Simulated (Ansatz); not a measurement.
Geometry optimisation, RKS B3LYP/def2-TZVP (Ansatz).

input.yaml

```yaml
crystal:
  periodic: [false, false, false]
  atoms:
    - { symbol: B, position_ang: [0.0, 0.0, 0.0] }
    - { symbol: H, position_ang: [0.7533, 0.0, 1.1682] }
    - { symbol: F, position_ang: [1.5135, 0.0, 0.1406] }
    - { symbol: F, position_ang: [-1.1431, 0.0, -0.66] }
basis:
  gaussian: { orbitals: def2-TZVP }
hamiltonian:
  xc: b3lyp
relax:
  f_tol: 0.15
  max_steps: 25
  restrain:
    - { distance: [1, 2], at: 2.12, k: 30.0 }
    - { distance: [0, 1], at: 1.19, k: 30.0 }
    - { distance: [0, 2], at: 1.32, k: 30.0 }
```

Launched with:

```bash
$ ansatz run input.yaml --threads 2 --pin off --max-ram 3072MiB --backend cpu --events-out ev --progress --plain --runs-dir out
```

Problem. Where does it end, and by what steps?

Solution. It converged. The restraints hold the end off the free minimum. After 5 steps the energy has fallen by 5.217 eV (the restraints' own energy left out); H2 moved furthest, 0.55 Å.

```
step  energy less start (eV)  largest force component (eV/Å)  accepted
   0                  0.0000                           6.225       yes
   1                 -2.5416                           3.977       yes
   2                 -4.4486                           3.475       yes
   3                 -5.1264                           1.107       yes
   4                 -5.2058                           0.671       yes
   5                 -5.2170                           0.293       yes
```

```xyz
4
Properties=species:S:1:pos:R:3
B 0.263 0.000 0.201
H 0.244 0.000 1.382
F 1.438 0.000 -0.389
F -0.821 0.000 -0.546
```

Time of the run: 5 s on 2 threads of Arm Neoverse V2, on a shared host, peak memory 0.13 GiB.
